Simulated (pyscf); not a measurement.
H₂N–SiH•–NH–SiH₂–NH₂ + hydrogen (H₂) -> H₂N–SiH₂–NH–SiH₂–NH₂ + H atom (H•) (hydrogen abstraction; doublet surface; H–H broken, H–Si formed). Optimised with ωB97X-D3(BJ)/def2-SVP in PySCF. Energies in kJ/mol from the separated reactants.

```csv
level,barrier,reaction energy
ωB97X-D3(BJ)/def2-TZVP,[?],+48.4
PBE/def2-TZVP,66.5,+65.1
r²SCAN/def2-TZVP,[?],[?]
PBE0-D3(BJ)/def2-TZVP,62.4,+54.1
M06-2X/def2-TZVP,78.2,+57.3
ωB97M-D3(BJ)/def2-TZVP,65.6,+46.3
```

Some entries are withheld; supply them.


- ωB97X-D3(BJ)/def2-TZVP, barrier: 67.0
- r²SCAN/def2-TZVP, barrier: 63.2
- r²SCAN/def2-TZVP, reaction energy: +67.4

At r²SCAN this geometry lies under the product side: in single points on another level's saddle the reverse barrier vanishes, and the forward threshold there is about the reaction energy. This is the saddle that the search found; another between the same sides may lie lower. The angle at the transferred H is 170°.
